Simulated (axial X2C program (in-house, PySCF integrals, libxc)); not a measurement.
CAlO: properties at the nuclei

Calculated with an axial X2C code built on PySCF integrals: two-component X2C with atomic mean-field Coulomb and Gaunt terms, Gaussian nuclei, basis C dyall-v3z, Al dyall-v3z, O dyall-av3z with contracted cores.

C–Al–O held linear, with bonds 1.898 and 1.605 Å (near the PBE0 minimum at charge 0 of the determinant lowest at the starting distance; the state shown can have its own minimum elsewhere, held linear; other orders of the atoms were not compared).

Determinant lowest in the PBE0 search, Ω = 3/2 (⟨Sz⟩ = 1.50, ⟨Lz⟩ = 0.00 at PBE0), spin on the atoms C 1.29, Al 0.10, O 0.11:

```tsv
level	Eeff magnitude (GV/cm)	Ws magnitude C (kHz)	Ws magnitude Al (kHz)	A∥/gI C (MHz)	qzz C (a.u.)	A∥/gI Al (MHz)	qzz Al (a.u.)	A∥/gI O (MHz)	qzz O (a.u.)	μ (D)
PBE0	0.0781	0.00518	0.0152	105	0.12	13.5	-1.24	4.56	0.60	-4.07
HF	0.0753	0.00602	0.0129	171	0.07	26.9	-1.64	9.15	0.30	-5.46
LDA	0.0638	0.0045	0.013	101	0.13	22.4	-1.06	6.37	0.64	-3.21
```

Eeff is the effective electric field on the electron electric dipole moment in this Ω state and Ws the scalar–pseudoscalar constant of the nucleus named (defined with the proton number Z and per Ω); A∥ (defined per Ω) follows by multiplying with gI = μI/(I μN); qzz is the electric field gradient, eQq0 = 234.96 MHz × Q/barn × qzz; μ is positive if the O end (last atom) is positive. The operators were transformed with the bare-nucleus X2C matrices; with these basis sets, hyperfine constants and field gradients can be off by tens of per cent, and where levels differ in sign neither size nor sign is settled.

Q: With gI(13C) = 1.4048, gI(27Al) = 1.4566, Q(27Al) = 0.1466 barn (g factors from the IAEA table of nuclear moments by Stone; Q from Pyykkö, Mol. Phys. 2018), turn the PBE0 values of the first state into constants in MHz.

A: A∥(13C) = 105 × 1.4048 = 148 MHz; A∥(27Al) = 13.5 × 1.4566 = 19.7 MHz; eQq0(27Al) = 234.96 × (0.1466) × (-1.24) = -42.7 MHz.

The molecule was held linear; bending was not examined, so a bent shape may lie lower.

Each state is one determinant with collinear spin, which with several unpaired electrons need not be a pure state. Unrestricted Hartree–Fock can overshoot spin polarisation at the nuclei. This is the top spin component of a Σ state; components of lower Ω are not single determinants and can lie lower. With several open shells hyperfine constants can be off by a factor of several. The search compared states at one distance, so a state with another bond length can lie lower. Further determinants of the search, some of them spin-mixed, are not shown.
